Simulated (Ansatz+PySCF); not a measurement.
# singlet C₂H₂O₂: levels of theory in one basis

```xyz
6

C     0.0000    0.0244   -0.7597
C     0.0000   -0.0244    0.7597
O     0.0000    1.0643   -1.3573
O     0.0000   -1.0643    1.3573
H     0.0000   -0.9801   -1.2524
H     0.0000    0.9801    1.2524
```

Basis set: def2-SVP (spherical functions). Correlated methods keep 4 orbitals frozen. Charge 0, multiplicity 1.

Computed with Ansatz (development build ahead of 0.2.0); each method stands on the lowest determinant of its kind that the runs found. NEVPT2 correlates all electrons. Active spaces start from the frontier orbitals, and the lowest solution found is given.

```tsv
method	E − E(RHF) (eV)	<S²> of the determinant
RHF	0.00	0.00
UHF	-0.01	0.11
RHF-MP2	-16.69	–
UHF-MP2	-16.44	0.11
RHF-CCSD(T)	-17.80	–
CASSCF(4,4)	-1.95	–
CASSCF(2,2)	-0.98	–
SC-NEVPT2(4,4)	-16.96	–
SC-NEVPT2(2,2)	-16.90	–
```

What does RHF-CCSD give on the same scale?

-17.22 eV.

Is a single determinant a sound starting point here?

Only with care. Unrestricted orbitals gain 0.01 eV and <S²> is 0.11 against 0.00 for a pure state, so spin symmetry breaks but gains little energy; restricted orbitals can still serve. The CASSCF(4,4) natural occupations are 1.93, 1.90, 0.11, 0.06. The CASSCF(2,2) natural occupations are 1.91, 0.09.

Caution for UHF, UHF-MP2: the unrestricted determinant is spin contaminated; the determinant breaks the point group. Caution for UHF-MP2: another reference gives a lower total. Caution for CASSCF(4,4), CASSCF(2,2), SC-NEVPT2(4,4), SC-NEVPT2(2,2): other starts end on other solutions of this active space.
